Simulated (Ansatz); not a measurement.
Ansatz (a quantum-chemistry and plane-wave program) input (B3LYP-D3(BJ)/def2-TZVP):

Ansatz 0.2 input:
```yaml
crystal:
  periodic: [false, false, false]
  atoms:
    - {symbol: C, position_ang: [-0.01039700, 0.04948473, 0.04581695]}
    - {symbol: C, position_ang: [0.04562202, 0.74152005, 1.29268063]}
    - {symbol: C, position_ang: [-0.01671205, -0.74121037, 1.32473380]}
    - {symbol: C, position_ang: [0.71188699, 0.03234486, -1.25579947]}
    - {symbol: C, position_ang: [-0.80282912, 0.06363022, -1.21668527]}
    - {symbol: H, position_ang: [0.72740551, 1.45715498, 1.72579549]}
    - {symbol: H, position_ang: [-0.95012484, -1.21444087, 1.61781362]}
    - {symbol: H, position_ang: [0.87066798, -1.30201312, 1.60781105]}
    - {symbol: H, position_ang: [1.18804037, -0.89298083, -1.55656501]}
    - {symbol: H, position_ang: [1.23209161, 0.93132286, -1.56122286]}
    - {symbol: H, position_ang: [-1.33361655, -0.83962603, -1.48896764]}
    - {symbol: H, position_ang: [-1.29988894, 0.98596608, -1.48914431]}
basis:
  gaussian:
    orbitals: def2-TZVP
hamiltonian:
  xc: b3lyp
  dispersion: d3bj
magnetization: {spin_polarized: true, initial_magnetization: 1}
phonons: {temperatures: {t_min: 298.15, t_max: 298.15, t_step: 100}}
```

Output:

```
Functional definition: B3LYP
integrals: 0.10 GiB planned
1208 factors; their error is unknown
mean field: 1.28 GiB planned
mean field evaluation 1: about -5285.7301 eV, gradient 4.8e1 eV
mean field evaluation 2: about -5275.3718 eV, gradient 6.6e1 eV
mean field evaluation 4: about -5297.1246 eV, gradient 4.1e0 eV
mean field evaluation 8: about -5297.1992 eV, gradient 6.4e-2 eV
mean field evaluation 16: about -5297.1689 eV, gradient 1.8e-4 eV
mean field -5297.16891237 eV, -194.6673669797 hartree, gradient 8.2e-5 eV, S^2 0.753938; 0 other end points of the search recorded, 0 dependent functions left out
the calculation of the forces begins
reference -5297.16918921 eV, -194.6673771532 hartree; 19, 18 occupied and 178, 179 virtual orbitals, 1208 factors
these checks for a lower state are left out or cut short: stability, starts, cluster_reference, orbital_swaps, neighbouring_geometries, increment
integrals: 0.10 GiB planned
1208 factors; their error is unknown
mean field: 1.28 GiB planned
mean field -5297.16883931 eV, -194.6673642948 hartree, gradient 1.7e-6 eV, S^2 0.753939; 0 other end points of the search recorded, 0 dependent functions left out
the calculation of the forces begins
reference -5297.16911615 eV, -194.6673744684 hartree; 19, 18 occupied and 178, 179 virtual orbitals, 1208 factors
these checks for a lower state are left out or cut short: stability, starts, cluster_reference, orbital_swaps, neighbouring_geometries, increment
integrals: 0.10 GiB planned
1208 factors; their error is unknown
mean field: 1.28 GiB planned
mean field evaluation 32: about -5297.1688 eV, gradient 1.7e-6 eV
mean field -5297.16884118 eV, -194.6673643635 hartree, gradient 1.7e-6 eV, S^2 0.753937; 0 other end points of the search recorded, 0 dependent functions left out
the calculation of the forces begins
reference -5297.16911802 eV, -194.6673745370 hartree; 19, 18 occupied and 178, 179 virtual orbitals, 1208 factors
these checks for a lower state are left out or cut short: stability, starts, cluster_reference, orbital_swaps, neighbouring_geometries, increment
integrals: 0.10 GiB planned
1208 factors; their error is unknown
mean field: 1.28 GiB planned
mean field -5297.16882185 eV, -194.6673636531 hartree, gradient 1.7e-6 eV, S^2 0.753941; 0 other end points of the search recorded, 0 dependent functions left out
the calculation of the forces begins
reference -5297.16909867 eV, -194.6673738260 hartree; 19, 18 occupied and 178, 179 virtual orbitals, 1208 factors
these checks for a lower state are left out or cut short: stability, starts, cluster_reference, orbital_swaps, neighbouring_geometries, increment
integrals: 0.10 GiB planned
1208 factors; their error is unknown
mean field: 1.28 GiB planned
mean field -5297.16882099 eV, -194.6673636213 hartree, gradient 3.3e-6 eV, S^2 0.753935; 0 other end points of the search recorded, 0 dependent functions left out
the calculation of the forces begins
reference -5297.16909784 eV, -194.6673737955 hartree; 19, 18 occupied and 178, 179 virtual orbitals, 1208 factors
these checks for a lower state are left out or cut short: stability, starts, cluster_reference, orbital_swaps, neighbouring_geometries, increment
integrals: 0.10 GiB planned
1208 factors; their error is unknown
mean field: 1.28 GiB planned
mean field -5297.16869313 eV, -194.6673589225 hartree, gradient 1.7e-6 eV, S^2 0.753954; 0 other end points of the search recorded, 0 dependent functions left out
the calculation of the forces begins
reference -5297.16896996 eV, -194.6673690959 hartree; 19, 18 occupied and 178, 179 virtual orbitals, 1208 factors
these checks for a lower state are left out or cut short: stability, starts, cluster_reference, orbital_swaps, neighbouring_geometries, increment
integrals: 0.10 GiB planned
[...]
mean field: 1.28 GiB planned
mean field -5297.16886600 eV, -194.6673652756 hartree, gradient 1.7e-6 eV, S^2 0.753938; 0 other end points of the search recorded, 0 dependent functions left out
the calculation of the forces begins
reference -5297.16914281 eV, -194.6673754480 hartree; 19, 18 occupied and 178, 179 virtual orbitals, 1208 factors
these checks for a lower state are left out or cut short: stability, starts, cluster_reference, orbital_swaps, neighbouring_geometries, increment
integrals: 0.10 GiB planned
1208 factors; their error is unknown
mean field: 1.28 GiB planned
mean field -5297.16892051 eV, -194.6673672788 hartree, gradient 1.7e-6 eV, S^2 0.753938; 0 other end points of the search recorded, 0 dependent functions left out
the calculation of the forces begins
reference -5297.16919738 eV, -194.6673774535 hartree; 19, 18 occupied and 178, 179 virtual orbitals, 1208 factors
these checks for a lower state are left out or cut short: stability, starts, cluster_reference, orbital_swaps, neighbouring_geometries, increment
integrals: 0.10 GiB planned
1208 factors; their error is unknown
mean field: 1.28 GiB planned
mean field -5297.16885202 eV, -194.6673647616 hartree, gradient 3.3e-6 eV, S^2 0.753938; 0 other end points of the search recorded, 0 dependent functions left out
the calculation of the forces begins
reference -5297.16912882 eV, -194.6673749341 hartree; 19, 18 occupied and 178, 179 virtual orbitals, 1208 factors
these checks for a lower state are left out or cut short: stability, starts, cluster_reference, orbital_swaps, neighbouring_geometries, increment
integrals: 0.10 GiB planned
1208 factors; their error is unknown
mean field: 1.28 GiB planned
mean field evaluation 448: about -5297.1682 eV, gradient 4.9e-1 eV
mean field -5297.16890071 eV, -194.6673665511 hartree, gradient 1.7e-6 eV, S^2 0.753938; 0 other end points of the search recorded, 0 dependent functions left out
the calculation of the forces begins
reference -5297.16917758 eV, -194.6673767258 hartree; 19, 18 occupied and 178, 179 virtual orbitals, 1208 factors
these checks for a lower state are left out or cut short: stability, starts, cluster_reference, orbital_swaps, neighbouring_geometries, increment
integrals: 0.10 GiB planned
1208 factors; their error is unknown
mean field: 1.28 GiB planned
mean field -5297.16882081 eV, -194.6673636147 hartree, gradient 3.3e-6 eV, S^2 0.753938; 0 other end points of the search recorded, 0 dependent functions left out
the calculation of the forces begins
reference -5297.16909760 eV, -194.6673737868 hartree; 19, 18 occupied and 178, 179 virtual orbitals, 1208 factors
these checks for a lower state are left out or cut short: stability, starts, cluster_reference, orbital_swaps, neighbouring_geometries, increment
integrals: 0.10 GiB planned
1208 factors; their error is unknown
mean field: 1.28 GiB planned
mean field -5297.16884328 eV, -194.6673644406 hartree, gradient 1.7e-6 eV, S^2 0.753938; 0 other end points of the search recorded, 0 dependent functions left out
the calculation of the forces begins
reference -5297.16912016 eV, -194.6673746156 hartree; 19, 18 occupied and 178, 179 virtual orbitals, 1208 factors
these checks for a lower state are left out or cut short: stability, starts, cluster_reference, orbital_swaps, neighbouring_geometries, increment
integrals: 0.10 GiB planned
1208 factors; their error is unknown
mean field: 1.28 GiB planned
mean field -5297.16886800 eV, -194.6673653491 hartree, gradient 1.7e-6 eV, S^2 0.753938; 0 other end points of the search recorded, 0 dependent functions left out
the calculation of the forces begins
reference -5297.16914482 eV, -194.6673755221 hartree; 19, 18 occupied and 178, 179 virtual orbitals, 1208 factors
these checks for a lower state are left out or cut short: stability, starts, cluster_reference, orbital_swaps, neighbouring_geometries, increment
integrals: 0.10 GiB planned
1208 factors; their error is unknown
mean field: 1.28 GiB planned
mean field evaluation 480: about -5297.1689 eV, gradient 1.7e-6 eV
mean field -5297.16892217 eV, -194.6673673398 hartree, gradient 1.7e-6 eV, S^2 0.753938; 0 other end points of the search recorded, 0 dependent functions left out
the calculation of the forces begins
reference -5297.16919903 eV, -194.6673775139 hartree; 19, 18 occupied and 178, 179 virtual orbitals, 1208 factors
these checks for a lower state are left out or cut short: stability, starts, cluster_reference, orbital_swaps, neighbouring_geometries, increment
integrals: 0.10 GiB planned
1208 factors; their error is unknown
mean field: 1.28 GiB planned
mean field -5297.16885651 eV, -194.6673649269 hartree, gradient 1.7e-6 eV, S^2 0.753938; 0 other end points of the search recorded, 0 dependent functions left out
the calculation of the forces begins
reference -5297.16913331 eV, -194.6673750988 hartree; 19, 18 occupied and 178, 179 virtual orbitals, 1208 factors
these checks for a lower state are left out or cut short: stability, starts, cluster_reference, orbital_swaps, neighbouring_geometries, increment
integrals: 0.10 GiB planned
1208 factors; their error is unknown
mean field: 1.28 GiB planned
mean field -5297.16890145 eV, -194.6673665783 hartree, gradient 1.7e-6 eV, S^2 0.753938; 0 other end points of the search recorded, 0 dependent functions left out
the calculation of the forces begins
reference -5297.16917833 eV, -194.6673767534 hartree; 19, 18 occupied and 178, 179 virtual orbitals, 1208 factors
these checks for a lower state are left out or cut short: stability, starts, cluster_reference, orbital_swaps, neighbouring_geometries, increment
integrals: 0.10 GiB planned
1208 factors; their error is unknown
mean field: 1.28 GiB planned
mean field -5297.16884224 eV, -194.6673644021 hartree, gradient 1.7e-6 eV, S^2 0.753938; 0 other end points of the search recorded, 0 dependent functions left out
the calculation of the forces begins
reference -5297.16911913 eV, -194.6673745777 hartree; 19, 18 occupied and 178, 179 virtual orbitals, 1208 factors
these checks for a lower state are left out or cut short: stability, starts, cluster_reference, orbital_swaps, neighbouring_geometries, increment
integrals: 0.10 GiB planned
1208 factors; their error is unknown
mean field: 1.28 GiB planned
mean field -5297.16881660 eV, -194.6673634600 hartree, gradient 3.3e-6 eV, S^2 0.753938; 0 other end points of the search recorded, 0 dependent functions left out
the calculation of the forces begins
reference -5297.16909338 eV, -194.6673736316 hartree; 19, 18 occupied and 178, 179 virtual orbitals, 1208 factors
these checks for a lower state are left out or cut short: stability, starts, cluster_reference, orbital_swaps, neighbouring_geometries, increment
integrals: 0.10 GiB planned
1208 factors; their error is unknown
mean field: 1.28 GiB planned
mean field evaluation 512: about -5297.1689 eV, gradient 5.8e-4 eV
mean field -5297.16887112 eV, -194.6673654636 hartree, gradient 1.7e-6 eV, S^2 0.753938; 0 other end points of the search recorded, 0 dependent functions left out
the calculation of the forces begins
reference -5297.16914791 eV, -194.6673756354 hartree; 19, 18 occupied and 178, 179 virtual orbitals, 1208 factors
these checks for a lower state are left out or cut short: stability, starts, cluster_reference, orbital_swaps, neighbouring_geometries, increment
integrals: 0.10 GiB planned
1208 factors; their error is unknown
mean field: 1.28 GiB planned
mean field -5297.16891921 eV, -194.6673672309 hartree, gradient 1.7e-6 eV, S^2 0.753938; 0 other end points of the search recorded, 0 dependent functions left out
the calculation of the forces begins
reference -5297.16919609 eV, -194.6673774062 hartree; 19, 18 occupied and 178, 179 virtual orbitals, 1208 factors
Total energy: -5297.55360521 eV, -194.6815041806 hartree
Atom 0 at    -0.010397     0.049485     0.045817 Å, force     0.000067    -0.000374    -0.000466 eV/Å
Atom 1 at     0.045622     0.741520     1.292681 Å, force    -0.000296     0.000330    -0.000588 eV/Å
Atom 2 at    -0.016712    -0.741210     1.324734 Å, force    -0.000267     0.000010    -0.000193 eV/Å
Atom 3 at     0.711887     0.032345    -1.255799 Å, force    -0.000183    -0.000130     0.000214 eV/Å
Atom 4 at    -0.802829     0.063630    -1.216685 Å, force     0.000407     0.000516     0.000521 eV/Å
Atom 5 at     0.727406     1.457155     1.725795 Å, force     0.000164     0.000350     0.000180 eV/Å
Atom 6 at    -0.950125    -1.214441     1.617814 Å, force    -0.000256    -0.000179     0.000083 eV/Å
Atom 7 at     0.870668    -1.302013     1.607811 Å, force     0.000305    -0.000270     0.000008 eV/Å
Atom 8 at     1.188040    -0.892981    -1.556565 Å, force     0.000081    -0.000086    -0.000180 eV/Å
Atom 9 at     1.232092     0.931323    -1.561223 Å, force    -0.000069     0.000236     0.000104 eV/Å
Atom 10 at    -1.333617    -0.839626    -1.488968 Å, force    -0.000198    -0.000387     0.000135 eV/Å
Atom 11 at    -1.299889     0.985966    -1.489144 Å, force     0.000246    -0.000015     0.000182 eV/Å
Dipole moment:     0.096994    -0.065878    -0.096942 e Å
Vibrations: 273.86 299.48 312.91 587.30 625.08 791.12 830.66 853.82 884.46 915.31 985.99 1021.23 1053.64 1066.11 1069.54 1087.44 1122.48 1172.87 1182.49 1437.33 1464.04 1481.78 1531.24 3072.71 3117.77 3122.58 3140.36 3194.50 3209.99 3212.03 cm⁻¹, zero-point energy 2.735098 eV
```

It need not be the lowest isomer of its formula.
